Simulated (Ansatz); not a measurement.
Compare A (`NCC=C=O`) with its isomer B (`N#CCCO`).

Computed with Ansatz on PBE0-D4/def2-TZVP structures; ΔE is electronic, products minus reactants. CCSD(T)/CBS adds triple-zeta CCSD(T) − MP2 to the extrapolated MP2 energy (def2 sets, frozen cores). Functionals use def2-TZVPP. B3LYP here is the variant with VWN-RPA as its local correlation; programs differ in this. Each species was taken in one conformer, which may not be the lowest.

A:

```xyz
10

N     1.291    0.746    0.262
C     0.240   -0.212    0.580
C    -0.955   -0.049   -0.316
C    -1.123   -0.773   -1.393
O    -1.273   -1.434   -2.332
H     2.048    0.673    0.933
H     0.932    1.692    0.318
H     0.654   -1.217    0.459
H    -0.119   -0.147    1.618
H    -1.695    0.720   -0.128
```

B:

```xyz
10

N     1.387   -0.727   -2.405
C     0.778   -0.731   -1.430
C     0.014   -0.689   -0.196
C    -0.231    0.748    0.273
O    -1.019    0.779    1.434
H     0.558   -1.251    0.570
H    -0.946   -1.190   -0.348
H     0.728    1.260    0.412
H    -0.784    1.290   -0.495
H    -0.485    0.511    2.185
```

(1) Which is lower in electronic energy at CCSD(T)/CBS, and by how much? (Best estimate.)

(2) Give E(B) − E(A) in kcal/mol with HF/def2-TZVPP, B3LYP-D4, MP2/def2-TZVPP, LDA (SPW92), r2SCAN-D4, CCSD(T)/def2-TZVPP, PBE0-D4. (An estimate is asked.)

(3) Does the order hold for the free energy at 298.15 K (harmonic terms from PBE0-D4)? (Estimate.)

Largest T1 diagnostic: 0.014.

Answers

(1) Ansatz gave: B, by 15.7 kcal/mol.

(2) Ansatz gave: HF/def2-TZVPP -17.8, B3LYP-D4 -10.7, MP2/def2-TZVPP -16.7, LDA (SPW92) -4.9, r2SCAN-D4 -8.8, CCSD(T)/def2-TZVPP -16.5, PBE0-D4 -9.5. None reverses the order clearly.

(3) Ansatz gave: Yes: G(B) − G(A) = -15.1 kcal/mol, for one conformer each.

From r2SCAN to r2SCAN0 (25 % exact exchange), in def2-TZVPP and without D4, E(B) − E(A) moves by −1.7 kcal/mol. Leaving LDA and LC-ωPBE aside and taking each functional with its dispersion term where it has one, the values, not all of them listed here, spread over 6.2 kcal/mol, from B2PLYP to PBE-D4. LDA lies +2.5 kcal/mol from PBE without D4.
